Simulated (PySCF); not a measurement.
Compound: acetyl chloride, C₂H₃ClO.
InChI=1S/C2H3ClO/c1-2(3)4/h1H3

Linear response at CAM-B3LYP/def2-SVPD (PySCF, frozen core in the response, non-relativistic). Isolated species at its PBE0-D3(BJ)/def2-SVP geometry, gas phase.

Static isotropic polarisability: 43.28 au (6.41 Å³), principal values 32.9, 43.5, 53.4 au.

(1) What is the polarisability at 1064 nm and at the sodium D line?

(2) What is the isotropic C6 coefficient between two such molecules, C6 = (3/π)∫α(iω)² dω?

(3) Which effective excitation energy ω̄ makes London's formula C6 = (3/4)α²ω̄ exact here?

(4) What n − 1 at the D line would an ideal gas of it have at 273.15 K and 1 atm (2.6868 × 10¹⁹ cm⁻³), by n − 1 = 2π·N·α′?

(5) What does −C6/R⁶ come to at R = 8 Å between centres?

(6) How anisotropic is the static polarisability, by Δα² = ½[(α1 − α2)² + (α2 − α3)² + (α3 − α1)²]?

## Answers

(1) 43.60 au at 1064 nm (+0.8 %), 44.38 au at 589.3 nm (+2.5 %). The rise at 589.3 nm is 3.35 times that at 1064 nm; a pure ω² law gives 3.26. The lowest singlet lies at 238 nm, shorter than both wavelengths.

(2) 804 au (Eh·bohr⁶) by a ten-point quadrature over imaginary frequencies, which is 480 eV·Å⁶ or 46.4 J·nm⁶/mol.

(3) ω̄ = 4·C6/(3α²) = 0.572 Eh = 15.6 eV. A one-pole form α(ω) = α/(1 − ω²/ω̄²) fitted to the 1064 nm value gives 13.4 eV.

(4) 11.10 × 10⁻⁴, a formal value whether or not that pressure can be reached.

(5) -180 J/mol. This is the leading, orientation-averaged term; C8 and higher terms are left out.

(6) Δα = 17.7 au, or 0.41 of the isotropic value.
